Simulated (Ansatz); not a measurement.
`C=CCC=O`, relaxed with RKS PBE-D4/def2-SVP in Ansatz 0.2.0 from a rough embedded geometry. The force threshold is 0.03 eV/Å; the program also tests the step.

The species carries charge 0 and has multiplicity 1.

Start:

```xyz
11

C     1.271    0.869   -0.675
C     0.205    0.984    0.146
C    -0.790   -0.085    0.615
C    -0.581   -1.423   -0.090
O    -0.208   -2.471    0.460
H     1.559   -0.157   -1.084
H     1.856    1.694   -0.926
H     0.013    2.002    0.510
H    -1.782    0.238    0.490
H    -0.621   -0.212    1.716
H    -0.923   -1.439   -1.163
```

```csv
step,energy (eV),largest force (eV/Å),largest move (Å)
1,-6279.1650,3.278,0.000
2,-6279.2113,2.523,0.194
3,-6279.3768,1.578,0.081
4,-6279.4182,0.659,0.046
5,-6279.4248,0.349,0.122
6 (rejected),-6279.4243,0.520,0.134
7,-6279.4367,0.118,0.067
8,-6279.4392,0.113,0.056
9,-6279.4412,0.088,0.071
10,-6279.4419,0.048,0.017
11,-6279.4423,0.051,0.020
12,-6279.4424,0.028,0.012
```

End:

```xyz
11

C     1.260    0.822   -0.644
C     0.159    1.007    0.106
C    -0.706   -0.097    0.664
C    -0.611   -1.405   -0.099
O    -0.384   -2.487    0.400
H     1.628   -0.183   -0.910
H     1.849    1.678   -1.010
H    -0.152    2.037    0.355
H    -1.774    0.221    0.619
H    -0.480   -0.297    1.734
H    -0.788   -1.296   -1.215
```

Hardware: 4 threads of an Intel Xeon on a shared host. Wall time 13 s, peak host memory 0.15 GiB.
